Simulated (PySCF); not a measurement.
# Broadened absorption spectrum of C3H8OS

Compound: C3H8OS.
Geometry (PBE0-D3(BJ)/def2-SVP, Å), atoms numbered from 1 in this order:
```
atom  x, y, z in Å
C1    -1.896   -0.581    0.089
C2    -0.637    0.074   -0.439
S3     0.816   -0.718    0.344
C4     2.040    0.516   -0.173
O5     0.638   -0.534    1.826
H6    -2.791   -0.070   -0.297
H7    -1.954   -1.641   -0.205
H8    -1.906   -0.529    1.187
H9    -0.598    1.143   -0.176
H10   -0.521   -0.037   -1.529
H11    1.733    1.495    0.225
H12    2.992    0.214    0.283
H13    2.133    0.537   -1.269
```

The calculation used TDDFT wB97X-D/def2-SVPD, vertical, gas phase, core orbitals frozen in the response (PySCF 2.14.0, density-fitted response routines).

Each state is given a Gaussian of 0.25 eV full width at half maximum, with ε(max) = 2.175×10⁸ f / Δν̃ (Δν̃ the width in cm⁻¹). The width is an assumption, not a result. The curve ends short of the highest state used, and states not computed would add to its high-energy end.

(E (eV), ε (L mol⁻¹ cm⁻¹)): (5.65, 3), (5.68, 8), (5.71, 19), (5.75, 56), (5.78, 114), (5.81, 217), (5.85, 463), (5.88, 763), (5.92, 1365), (5.95, 1995), (5.98, 2780), (6.02, 4021), (6.05, 5001), (6.08, 5891), (6.12, 6679), (6.15, 6808), (6.18, 6479), (6.22, 5426), (6.25, 4358), (6.29, 2898), (6.32, 1966), (6.35, 1265), (6.39, 719), (6.42, 572), (6.45, 605), (6.49, 855), (6.52, 1133), (6.56, 1514), (6.59, 1728), (6.62, 1823), (6.66, 1732), (6.69, 1520), (6.72, 1236), (6.76, 848), (6.79, 625), (6.82, 513)

**Question.** Locate the maxima and give the states behind the curve.

**Answer.** 202 nm (6.14 eV), ε about 6800, made up of S1 (10%) and S2 (90%); 187 nm (6.63 eV), ε about 1800, made up of S3 (100%) (ε in L mol⁻¹ cm⁻¹; maxima over ε = 5, shares over 10%). The states used: S1 6.02 eV (f 0.012); S2 6.16 eV (f 0.057); S3 6.63 eV (f 0.017); S4 7.05 eV (f 0.0039); S5 7.13 eV (f 0.100); S6 7.42 eV (f 0.014).

**Question.** What would ε be at 6.14 eV, the highest of these maxima, with half the width (0.125 eV)?

**Answer.** About 11900 L mol⁻¹ cm⁻¹ against 6820, a factor of about 1.8; a lone state at its own centre would give exactly 2.

**Question.** Coming from long wavelengths, where does ε first pass 100 L mol⁻¹ cm⁻¹?

**Answer.** At about 215 nm (5.77 eV), 0.25 eV below S1.

**Question.** On this curve, what absorbance would a 10⁻⁴ mol/L sample give at 193 nm over a 1 cm path?

**Answer.** 193 nm is 6.424 eV, where ε is about 570 L mol⁻¹ cm⁻¹, so A = ε c l ≈ 0.057 (Beer–Lambert, with the gas-phase spectrum and the assumed width).

One conformer stands for the species.
